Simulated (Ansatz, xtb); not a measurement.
Relative energy of two isomers of C4H5NS

Structure X: `Cc1cscn1`, a singlet. Structure Y: `Cc1nccs1`, a singlet. Both are isolated molecules in the gas phase, relaxed with PBE-D3(BJ)/def2-SVP.

Quicker runs give these differences E(Y) − E(X): GFN2-xTB −0.69 kcal/mol; HF/STO-3G −0.15 kcal/mol (at GFN2-xTB geometries); r2SCAN-D4/def2-SVP −0.86 kcal/mol (at GFN2-xTB geometries).

Task: Estimate E(Y) − E(X) at the level CCSD(T)/def2-SVP + ΔMP2/def2-TZVPP.

Result: Too close to call at this level: CCSD(T)/def2-SVP + ΔMP2/def2-TZVPP gives E(Y) − E(X) = −0.22 kcal/mol.

Level by level:

```json
{"level": "GFN2-xTB", "geometry": "GFN2-xTB", "E(Y) − E(X) (kcal/mol)": "−0.69", "departure from the last row (kcal/mol)": "−0.47", "job, with rough time for the two": "optimisation, 0.19 s"}
{"level": "HF/STO-3G", "geometry": "GFN2-xTB", "E(Y) − E(X) (kcal/mol)": "−0.15", "departure from the last row (kcal/mol)": "+0.07", "job, with rough time for the two": "single point, 0.62 s"}
{"level": "r2SCAN-D4/def2-SVP", "geometry": "GFN2-xTB", "E(Y) − E(X) (kcal/mol)": "−0.86", "departure from the last row (kcal/mol)": "−0.64", "job, with rough time for the two": "single point, 3.5 s"}
{"level": "PBE-D3(BJ)/def2-SVP", "geometry": "PBE-D3(BJ)/def2-SVP", "E(Y) − E(X) (kcal/mol)": "−0.85", "departure from the last row (kcal/mol)": "−0.63", "job, with rough time for the two": "optimisation, 19 s"}
{"level": "HF/def2-SVP", "geometry": "PBE-D3(BJ)/def2-SVP", "E(Y) − E(X) (kcal/mol)": "−0.83", "departure from the last row (kcal/mol)": "−0.61", "job, with rough time for the two": "part of the CCSD(T) run"}
{"level": "MP2/def2-SVP", "geometry": "PBE-D3(BJ)/def2-SVP", "E(Y) − E(X) (kcal/mol)": "−0.54", "departure from the last row (kcal/mol)": "−0.32", "job, with rough time for the two": "part of the CCSD(T) run"}
{"level": "CCSD(T)/def2-SVP", "geometry": "PBE-D3(BJ)/def2-SVP", "E(Y) − E(X) (kcal/mol)": "−0.56", "departure from the last row (kcal/mol)": "−0.34", "job, with rough time for the two": "single point"}
{"level": "CCSD(T)/def2-SVP + ΔMP2/def2-TZVPP", "geometry": "PBE-D3(BJ)/def2-SVP", "E(Y) − E(X) (kcal/mol)": "−0.22", "departure from the last row (kcal/mol)": "", "job, with rough time for the two": "single point, 45 s"}
```

As drawn, both hold the same kinds of bond in the same numbers.

The largest departure from CCSD(T)/def2-SVP + ΔMP2/def2-TZVPP is that of r2SCAN-D4/def2-SVP, 0.64 kcal/mol. The last row adds to CCSD(T) the change of the MP2 difference between the two basis sets, here +0.34 kcal/mol.

With thermal terms from frequencies at re-optimised GFN2-xTB minima (ideal gas, soft modes damped towards free rotors, one conformer each, 298.15 K, 1 atm): on the last row, ΔE + ΔZPE = −0.28, ΔH = −0.26, ΔG = −0.30 kcal/mol.

The correlated steps freeze 10 core orbitals. Run with Ansatz 0.2.0, xtb 6.7.1; the last row on 2 threads of Intel(R) Xeon(R) Processor on a shared host.
